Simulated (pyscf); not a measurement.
Single points on ωB97X-D3(BJ)/def2-SVP structures (PySCF, gas phase). Correlated levels are frozen-core, on RHF or UHF. ΔMP2 is the change of the MP2 total energy from the triple- to the quadruple-zeta basis.

Task: For the elementary gas-phase step H₃C–Ga=O + H₂O -> H₃C–Ga(OH)–OH (singlet surface; H–O broken, Ga–O, H–O formed), what barrier and reaction energy does CCSD(T)/def2-TZVPP + ΔMP2(QZVPP) give, measured from the separated reactants?

Result: ΔE‡ = -11.1 kcal/mol, ΔE = -59.0 kcal/mol. Zero-point energy shifts the barrier by +0.4 kcal/mol. It is an addition across a multiple bond or ene-type step, with an imaginary mode of 587i cm⁻¹. On the reactant side the descent ends in an adduct with a Ga–O contact, 15.1 kcal/mol under the separated species and 1.1 kcal/mol under the saddle at ωB97X-D3(BJ)/def2-TZVP. At CCSD(T) the saddle lies under the separated reactants, which points to a path from their complex (located at ωB97X-D3(BJ) alone). What is counted as formed (Ga–O) is already present as a longer contact in the reactant adduct; forming that adduct is a step of its own. At ωB97X-D3(BJ)/def2-TZVP the barrier from the zero used here is -13.9 kcal/mol. One saddle was located; it need not be the lowest between these sides. The CCSD(T) − MP2 part came from Ansatz, without density fitting, on the same reference. The frozen core leaves the outer d or s,p core shells of the metals and heavy elements correlated in the MP2 and CC values, and def2-TZVPP describes them poorly, which can shift differences by a few kcal/mol. Elements up to Kr have no core potential and no relativistic terms here.
